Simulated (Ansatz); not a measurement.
The same path of H3O (4 atoms, charge 1, multiplicity 1) was run twice with different band settings. The coordinate that changes most is the height of O1 over the plane of its neighbours.

Level of theory: RKS PBE0-D4/def2-TZVP (Ansatz).

Relaxed end points:

```xyz
4
Properties=species:S:1:pos:R:3
O 0.181 -0.056 -0.052
H 0.219 0.919 0.015
H -0.409 -0.368 -0.768
H 0.008 -0.494 0.805
```

```xyz
4
Properties=species:S:1:pos:R:3
O -0.181 0.056 0.052
H 0.340 0.881 -0.020
H -0.288 -0.406 -0.803
H 0.129 -0.531 0.770
```

Common settings: movable images 7; climbing image yes; spring 5.0 eV/Å²; optimiser quadratic models (default); force threshold 0.03 eV/Å; iteration limit 60; end points relaxed.

| run | start path |
| --- | --- |
| 1 | through a guess of the saddle point |
| 2 | straight line |

Q: What does each run give, and how far can it be trusted?

A: Run 1: converged after 5 iterations, highest image 0.057 eV above the first end. A vibrational analysis at the climbing image gives one clearly imaginary mode, 595i cm⁻¹: a first-order saddle point.
Run 2: converged after 4 iterations, highest image 0.057 eV above the first end. Another band between the same ends (7 images) ends at a top of the same energy, where a vibrational analysis finds 1 clearly imaginary mode.
Limits of this set-up: the dipole of an ion depends on the origin.
